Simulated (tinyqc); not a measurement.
Worked calculation: RHF in the sto-6g basis, for H2F+, spin multiplicity 1. One step of it, computed by the program tinyqc.

Task: Iteration 2: building the Fock matrix. J_ij = sum D_kl (ij|kl), K_ij = sum D_kl (ik|jl); F = H + J - 0.5 K; E = tr D H + tr D J / 2 - 0.25 tr D K + E_nn.

D after iteration 1:
```
            1F 1s      1F 2s    1F 2px     1F 2py     1F 2pz      2H 1s      3H 1s
1F 1s    2.106035  -0.452614  0.000000   0.003801   0.067508  -0.034311  -0.032273
1F 2s   -0.452614   1.946372  0.000000  -0.021026  -0.356453   0.091054   0.091480
1F 2px   0.000000   0.000000  2.000000   0.000000   0.000000   0.000000   0.000000
1F 2py   0.003801  -0.021026  0.000000   1.161311  -0.010867   0.536952  -0.537319
1F 2pz   0.067508  -0.356453  0.000000  -0.010867   1.534613   0.427585   0.430830
2H 1s   -0.034311   0.091054  0.000000   0.536952   0.427585   0.392016  -0.108841
3H 1s   -0.032273   0.091480  0.000000  -0.537319   0.430830  -0.108841   0.384315
```

core Hamiltonian H = T + V (hartree):
```
             1F 1s       1F 2s     1F 2px     1F 2py     1F 2pz      2H 1s      3H 1s
1F 1s   -41.264961   -9.204397   0.000000  -0.000558  -0.009710  -0.967311  -0.859142
1F 2s    -9.204397  -11.232821   0.000000  -0.006433  -0.114368  -2.360360  -2.139179
1F 2px    0.000000    0.000000  -9.029614   0.000000   0.000000   0.000000   0.000000
1F 2py   -0.000558   -0.006433   0.000000  -9.097237  -0.002765  -1.374336   1.259963
1F 2pz   -0.009710   -0.114368   0.000000  -0.002765  -9.063009  -0.988992  -0.907185
2H 1s    -0.967311   -2.360360   0.000000  -1.374336  -0.988992  -4.539073  -0.656262
3H 1s    -0.859142   -2.139179   0.000000   1.259963  -0.907185  -0.656262  -4.396106
```

Two-electron integrals (ij|kl) in chemists' order, unique and non-zero (hartree):
```
(11|11) 5.406240    (21|11) 0.768129    (21|21) 0.138909    (22|11) 1.266271
(22|21) 0.283987    (22|22) 0.926367    (31|31) 0.029452    (32|31) 0.044681
(32|32) 0.204753    (33|11) 1.266273    (33|21) 0.283987    (33|22) 0.926366
(33|33) 0.998085    (41|41) 0.029452    (42|41) 0.044681    (42|42) 0.204753
(43|43) 0.053789    (44|11) 1.266273    (44|21) 0.283987    (44|22) 0.926366
(44|33) 0.890506    (44|44) 0.998085    (51|51) 0.029452    (52|51) 0.044681
(52|52) 0.204753    (53|53) 0.053789    (54|54) 0.053789    (55|11) 1.266273
(55|21) 0.283987    (55|22) 0.926366    (55|33) 0.890506    (55|44) 0.890506
(55|55) 0.998085    (61|11) 0.085305    (61|21) 0.014800    (61|22) 0.029637
(61|33) 0.029588    (61|41) 0.000527    (61|42) 0.001036    (61|44) 0.029686
(61|51) 0.000371    (61|52) 0.000728    (61|54) 0.000070    (61|55) 0.029636
(61|61) 0.001603    (62|11) 0.232288    (62|21) 0.052956    (62|22) 0.194768
(62|33) 0.191962    (62|41) 0.003152    (62|42) 0.024488    (62|44) 0.197596
(62|51) 0.002216    (62|52) 0.017215    (62|54) 0.003960    (62|55) 0.194746
(62|61) 0.005653    (62|62) 0.052467    (63|31) 0.005662    (63|32) 0.033160
(63|43) 0.005035    (63|53) 0.003539    (63|63) 0.007391    (64|11) 0.135712
(64|21) 0.031354    (64|22) 0.123194    (64|33) 0.118176    (64|41) 0.007239
(64|42) 0.047374    (64|44) 0.131582    (64|51) 0.001109    (64|52) 0.009992
(64|54) 0.005885    (64|55) 0.119825    (64|61) 0.003479    (64|62) 0.040727
(64|64) 0.038667    (65|11) 0.095401    (65|21) 0.022041    (65|22) 0.086602
(65|33) 0.083074    (65|41) 0.001109    (65|42) 0.009992    (65|44) 0.085419
(65|51) 0.006441    (65|52) 0.040184    (65|54) 0.006684    (65|55) 0.091312
(65|61) 0.002446    (65|62) 0.028630    (65|64) 0.021986    (65|65) 0.022847
(66|11) 0.423343    (66|21) 0.098302    (66|22) 0.416746    (66|33) 0.404190
(66|41) 0.006612    (66|42) 0.073022    (66|44) 0.429400    (66|51) 0.004648
(66|52) 0.051332    (66|54) 0.017722    (66|55) 0.416648    (66|61) 0.010543
(66|62) 0.151850    (66|64) 0.136333    (66|65) 0.095838    (66|66) 0.774999
(71|11) 0.075732    (71|21) 0.013141    (71|22) 0.026321    (71|33) 0.026278
(71|41) -0.000468   (71|42) -0.000920   (71|44) 0.026365    (71|51) 0.000329
(71|52) 0.000646    (71|54) -0.000061   (71|55) 0.026321    (71|61) 0.001405
(71|62) 0.004873    (71|64) 0.002767    (71|65) 0.002112    (71|66) 0.009037
(71|71) 0.001264    (72|11) 0.209869    (72|21) 0.047861    (72|22) 0.176467
(72|33) 0.173921    (72|41) -0.002849   (72|42) -0.022283   (72|44) 0.179034
(72|51) 0.002001    (72|52) 0.015653    (72|54) -0.003592   (72|55) 0.176444
(72|61) 0.004959    (72|62) 0.038024    (72|64) 0.020566    (72|65) 0.020192
(72|66) 0.088155    (72|71) 0.004538    (72|72) 0.043442    (73|31) 0.005070
(73|32) 0.029856    (73|43) -0.004565   (73|53) 0.003207    (73|63) 0.005127
(73|73) 0.006062    (74|11) -0.123971   (74|21) -0.028647   (74|22) -0.112809
(74|33) -0.108261   (74|41) 0.006501    (74|42) 0.042835    (74|44) -0.120413
(74|51) -0.001005   (74|52) -0.009118   (74|54) 0.005329    (74|55) -0.109752
(74|61) -0.002849   (74|62) -0.020873   (74|64) -0.006567   (74|65) -0.010882
(74|66) -0.045761   (74|71) -0.002821   (74|72) -0.034077   (74|74) 0.032488
(75|11) 0.087086    (75|21) 0.020123    (75|22) 0.079245    (75|33) 0.076050
(75|41) -0.001005   (75|42) -0.009118   (75|44) 0.078172    (75|51) 0.005776
(75|52) 0.036261    (75|54) -0.006056   (75|55) 0.083512    (75|61) 0.002169
(75|62) 0.020334    (75|64) 0.010823    (75|65) 0.015748    (75|66) 0.051577
(75|71) 0.001982    (75|72) 0.023938    (75|74) -0.018563   (75|75) 0.019102
(76|11) 0.058646    (76|21) 0.013539    (76|22) 0.054933    (76|33) 0.053909
(76|41) -0.000010   (76|42) -0.000114   (76|44) 0.054829    (76|51) 0.000868
(76|52) 0.008411    (76|54) -0.000023   (76|55) 0.056062    (76|61) 0.001430
(76|62) 0.015153    (76|64) 0.010345    (76|65) 0.009483    (76|66) 0.049611
(76|71) 0.001271    (76|72) 0.013910    (76|74) -0.009678   (76|75) 0.008784
(76|76) 0.005901    (77|11) 0.407492    (77|21) 0.094642    (77|22) 0.402207
(77|33) 0.390523    (77|41) -0.006182   (77|42) -0.068947   (77|44) 0.413994
(77|51) 0.004343    (77|52) 0.048433    (77|54) -0.016488   (77|55) 0.402105
(77|61) 0.009798    (77|62) 0.094000    (77|64) 0.048353    (77|65) 0.054443
(77|66) 0.255891    (77|71) 0.009009    (77|72) 0.135344    (77|74) -0.122689
(77|75) 0.086186    (77|76) 0.049611    (77|77) 0.774999
```

nuclear repulsion = 7.81876138 hartree

Give: Coulomb J; exchange K; Fock matrix F; total energy of this density.

Result:

Coulomb J (hartree):
```
          1F 1s    1F 2s  1F 2px   1F 2py   1F 2pz   2H 1s    3H 1s
1F 1s   19.9167   3.5674  0.0000  -0.0005  -0.0111  0.3826   0.3398
1F 2s    3.5674   9.3288  0.0000  -0.0002  -0.0110  1.9359   1.7532
1F 2px   0.0000   0.0000  9.3494   0.0000   0.0000  0.0000   0.0000
1F 2py  -0.0005  -0.0002  0.0000   9.3111   0.0006  1.2185  -1.1149
1F 2pz  -0.0111  -0.0110  0.0000   0.0006   9.3260  0.8601   0.7866
2H 1s    0.3826   1.9359  0.0000   1.2185   0.8601  4.2766   0.5494
3H 1s    0.3398   1.7532  0.0000  -1.1149   0.7866  0.5494   4.1361
```

exchange K (hartree):
```
          1F 1s    1F 2s  1F 2px   1F 2py   1F 2pz   2H 1s    3H 1s
1F 1s   11.0959   1.7525  0.0000   0.0001  -0.0001  0.2045   0.1821
1F 2s    1.7525   2.9685  0.0000  -0.0059  -0.1420  0.7145   0.6523
1F 2px   0.0000   0.0000  2.5923   0.0000   0.0000  0.0000   0.0000
1F 2py   0.0001  -0.0059  0.0000   2.0943  -0.0003  0.5086  -0.4810
1F 2pz  -0.0001  -0.1420  0.0000  -0.0003   2.3116  0.3823   0.3626
2H 1s    0.2045   0.7145  0.0000   0.5086   0.3823  0.7232   0.1273
3H 1s    0.1821   0.6523  0.0000  -0.4810   0.3626  0.1273   0.6665
```

Fock matrix F (hartree):
```
           1F 1s    1F 2s   1F 2px   1F 2py   1F 2pz    2H 1s    3H 1s
1F 1s   -26.8962  -6.5132   0.0000  -0.0011  -0.0208  -0.6869  -0.6104
1F 2s    -6.5132  -3.3883   0.0000  -0.0037  -0.0544  -0.7817  -0.7122
1F 2px    0.0000   0.0000  -0.9764   0.0000   0.0000   0.0000   0.0000
1F 2py   -0.0011  -0.0037   0.0000  -0.8333  -0.0020  -0.4101   0.3856
1F 2pz   -0.0208  -0.0544   0.0000  -0.0020  -0.8928  -0.3200  -0.3019
2H 1s    -0.6869  -0.7817   0.0000  -0.4101  -0.3200  -0.6241  -0.1705
3H 1s    -0.6104  -0.7122   0.0000   0.3856  -0.3019  -0.1705  -0.5933
```

total energy of this density = -99.670668 hartree
